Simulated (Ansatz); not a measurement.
# Basis-set limit of SiN⁺, quintet

```xyz
2

Si    0.0000    0.0000    0.0000
N     0.0000    0.0000    1.8891
```

Ansatz 0.2.0, UHF determinant, valence electrons correlated. Energies in eV.

| set | X | functions | Hartree–Fock | MP2 correlation | CCSD(T) correlation | time |
| --- | --- | --- | --- | --- | --- | --- |
| def2-TZVPPD | 3 | 85 | -9332.1654 | -4.1959 | -5.2828 | 7 s on 1 × NVIDIA H100 80GB HBM3 with 1 thread of AMD EPYC 7R13 Processor (Zen 3) (shared host) |
| def2-QZVPPD | 4 | 139 | -9332.4365 | -4.5251 | -5.5603 | 6.5 s on 1 × NVIDIA H100 80GB HBM3 with 1 thread of AMD EPYC 7R13 Processor (Zen 3), on a shared host |

Hartree–Fock is taken to follow E(X) = E∞ + A·exp(−7.88·√X), correlation E(X) = E∞ + B·X^−2.97.

Cautions: lower spins were not checked.

Task: Work out the CCSD(T) energy at the limit, and how far the shortcut misses it that extrapolates MP2 and adds CCSD(T) minus MP2 from the smaller set.

Result: Hartree–Fock: E∞ = E4 + 0.1377·(E4 − E3) = -9332.4739. Correlation: E∞ = E4 + 0.7407·(E4 − E3) = -5.7658 for CCSD(T) and -4.7689 for MP2. The limit is -9338.2397 eV, 0.243 eV below def2-QZVPPD. The shortcut gives a correlation energy of -4.7689 + (-1.0869) = -5.8558, 90 meV lower than the direct value.

Past Ne part of the Hartree–Fock step between the two sets comes from the cores, which don't follow the formula, so the 37 meV that it adds to the total can overshoot; that part largely cancels in differences.
